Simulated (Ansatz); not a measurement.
Isolated molecules relaxed with PBE0-D4/def2-TZVP in Ansatz; ΔE leaves out vibrations. CBS: MP2 limit from def2 TZ/QZ plus the TZ coupled-cluster correction, frozen cores. DFT in def2-TZVPP. B3LYP here is the variant with VWN-RPA as its local correlation; programs differ in this. One conformer a species, not always the lowest.

Consider the substitution at a C–C bond: `CCC(C)C(=O)O` + `CNN` → `CNNC` + `CCCC(=O)O`.

| level | ΔE (kJ/mol) | difference from CCSD(T)/CBS |
| --- | --- | --- |
| r2SCAN-D4 | 26.9 | -5.0 |
| B3LYP-D4 | 25.6 | -6.3 |
| r2SCAN | 26.2 | -5.7 |
| B3LYP | 22.8 | -9.1 |
| HF/def2-TZVPP | 25.1 | -6.8 |
| MP2/def2-TZVPP | 34.4 | 2.5 |
| SCS-MP2/def2-TZVPP | 32.2 | 0.3 |
| CCSD(T)/def2-TZVPP | 31.6 | -0.3 |
| HF/def2-QZVPP | 25.0 | -6.9 |
| MP2/CBS(def2) | 34.7 | 2.8 |
| CCSD(T)/CBS | 31.9 | 0 |

Largest T1 diagnostic among the species: 0.013.

In def2-TZVPP, CCSD(T) changes the Hartree–Fock value by +6.5 kJ/mol (the triples alone add +0.5 kJ/mol) and MP2 by +9.3 kJ/mol.
